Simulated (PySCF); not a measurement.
## Nitrogen: a sound run and one with changed settings

Sound run: N [He] 2s2 2p3, N⁺ [He] 2s2 2p2. Computed with PySCF 2.14 in cc-pVDZ-DK, with the spin-free X2C one-electron Hamiltonian (Gaussian nucleus). The sound run starts from symmetry-adapted Hartree-Fock orbitals and uses a fine grid where one is needed.

Changed run: 26 angular points. This setting is unsound on purpose.

```tsv
species	method	sound run (hartree)	changed run (hartree)	converged
N	UHF	-54.42027	-54.42027	yes
N	r2SCAN	-54.59740	-54.59740	yes
N	B3LYP	-54.61900	-54.61900	yes
N⁺	UHF	-53.90990	-53.90990	yes
N⁺	r2SCAN	-54.05474	-54.05616	yes
N⁺	B3LYP	-54.08376	-54.08362	yes
```

Ionisation energy of N:

```
method  sound run (eV)  changed run (eV)
   UHF          13.888            13.888
r2SCAN          14.766            14.728
 B3LYP          14.565            14.569
```

A coarse angular grid integrates products of high-l functions wrongly, so density functionals can shift, and the SCF can exploit the error; Hartree-Fock and MP2 need no grid.

For comparison, NIST gives 14.534 eV between the lowest levels.
